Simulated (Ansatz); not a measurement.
The first iterations of a band of H₅N₂Si (8 atoms, charge -1, multiplicity 1).

Computed with RKS B3LYP-D4/def2-mTZVP (Ansatz 0.2.0).

| Property | Result |
| --- | --- |
| movable images | 7 |
| climbing image | yes |
| spring | 5.0 eV/Å² |
| optimiser | quadratic models (default) |
| start path | through a guess of the saddle point |
| force threshold | 0.05 eV/Å |
| iteration limit | 60 |
| end points | relaxed |

Initial state:

```xyz
8
Properties=species:S:1:pos:R:3
N -1.325 0.312 -1.128
Si 0.137 0.471 -0.355
N 0.791 -0.831 0.725
H -2.155 0.330 -0.531
H 1.216 0.602 -1.393
H 0.386 1.627 0.625
H 0.425 -0.757 1.673
H 0.525 -1.754 0.385
```

Final state:

```xyz
8
Properties=species:S:1:pos:R:3
N -0.551 0.758 -1.295
Si 0.628 0.768 0.115
N 0.553 -0.977 0.747
H -1.404 0.224 -1.120
H -0.120 0.340 -2.118
H -0.411 1.366 1.112
H 1.449 -1.300 1.097
H -0.145 -1.178 1.462
```

| iteration | highest image above the first end (eV) | largest band force component (eV/Å) |
| --- | --- | --- |
| 1 | 3.885 | 9.086 |
| 2 | 2.997 | 2.888 |
| 3 | 2.586 | 1.037 |
| 4 | 2.745 | 1.178 |
| 5 | 2.661 | 1.695 |
| 6 | 2.859 | 0.659 |
| 7 | 2.882 | 0.214 |
| 8 | 2.879 | 0.161 |

Task: Does the band converge within its limit, and where does its top end?

Result: The forces met the threshold. It ended after 25 iterations with the highest image 2.716 eV above the first end. The profile has 2 maxima (images 4, 6) with wells between them (image 5): this band takes more than one step, which may be the mechanism or a detour left from its start path. Neighbouring images differ by up to 2.4 eV, so the band resolves the path poorly. A vibrational analysis at the climbing image gives one clearly imaginary mode, 1553i cm⁻¹: a first-order saddle point. The orbitals stay closed-shell, which can raise the energy where a bond breaks towards radicals; this wasn't checked here. Limits of this set-up: an anion without diffuse functions, the dipole of an ion depends on the origin.

Run time: 3.6 min on 1 CPU thread of a shared host.
